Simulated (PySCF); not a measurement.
# Computed and published core binding energies of `CNC`

Measured values to reproduce (core binding energies): N 1s of N2 (atom 2) 404.93 eV [1]. Sources and the comparison follow the method.

Species: C₂H₇N.
Bonds: C1–N2, N2–C3. Hydrogens: H4, H5, H6 on C1; H7 on N2; H8, H9, H10 on C3.

Level of theory: PySCF, delta-SCF UKS SCAN, pcX-2 on the ionised atom, pcseg-1 elsewhere, spin-free X2C. Each binding energy is the total energy of the core-ionised species, with the hole localised on one atom, minus that of the ground state; both are solved self-consistently, so orbital relaxation is included.

```
atom               environment  level  this calculation (eV)  reference (eV)  difference (eV)  source
  N2  secondary amine nitrogen   N 1s                 404.88          404.93            -0.05     [1]
```

[1] measured, gas; Jolly, The use of core electron binding energies as bench marks for the comparison of valence shell ionization potentials, LBL-11396 (1980); values from Bakke, Chen, Jolly 1980

Q: How well does this level of theory reproduce the measurements here?

A: The one measured value differs by -0.05 eV, too little evidence for a typical error. The calculation is vertical and has no vibrational structure, and measured positions depend on the energy calibration.

Q: What does the calculation give for the levels without a reference value here?

A: C1/C3 C 1s 291.40 eV.

The first atom of each set that the bonding makes equivalent was ionised and stands for the set. Geometry: PBE0-D3(BJ)/def2-SVP; no solvent, vibrations or thermal averaging.
